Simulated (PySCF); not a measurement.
PySCF input file for propene (C3H6), SMILES C=CC, SMD-B3LYP/def2-SVP. Geometry: r2SCAN-D4/def2-TZVP.

```python
import numpy as np
from pyscf import gto, scf, dft
from pyscf.solvent import smd

mol = gto.M(
    atom='''
    C    -0.16334754    1.22693364    0.00000000
    C     0.45410546   -0.13142494    0.00000000
    C    -0.21993860   -1.27629685   -0.00000000
    H     0.15235628    1.80173498    0.87694809
    H     0.15235628    1.80173498   -0.87694810
    H    -1.25361664    1.17007268    0.00000000
    H     1.54290975   -0.16293436    0.00000000
    H    -1.30604801   -1.29171041   -0.00000000
    H     0.28712638   -2.23416899   -0.00000000
    ''',
    basis='def2-SVP',
    charge=0,
    spin=0,
    max_memory=1600,
    verbose=3,
)
mf = dft.RKS(mol, xc='b3lyp').density_fit(auxbasis='def2-universal-jkfit')
mf.grids.level = 3
mf.conv_tol = 1e-9
mf.max_cycle = 100
mf.kernel()
res = {}
for name in ['water', 'dimethylsulfoxide', 'ethylethanoate']:
    s = mf.SMD()
    s.with_solvent.solvent, s.with_solvent.sasa_ng = name, 302
    s.kernel(mf.make_rdm1())
    res[name] = (s.e_tot, s.with_solvent.get_cds(), s.dip_moment(), s.mo_energy, s.converged)
    print(f'SMD {name}: dG(solv) = {(s.e_tot - mf.e_tot) * 627.509474:.3f} kcal/mol, of which CDS {res[name][1] * 627.509474:.3f}')
```

Log of the run:

```
converged SCF energy = -117.822635062127
converged SCF energy = -117.820154947334
Dipole moment(X, Y, Z, Debye):  0.13699,  0.57534,  0.00000
SMD water: dG(solv) = 1.556 kcal/mol, of which CDS 3.159
converged SCF energy = -117.823349735848
Dipole moment(X, Y, Z, Debye):  0.13608,  0.57277,  0.00000
SMD dimethylsulfoxide: dG(solv) = -0.448 kcal/mol, of which CDS 1.130
converged SCF energy = -117.825119970895
Dipole moment(X, Y, Z, Debye):  0.12300,  0.53382,  0.00000
SMD ethylethanoate: dG(solv) = -1.559 kcal/mol, of which CDS -0.345
```

The calculation finished and met its thresholds.
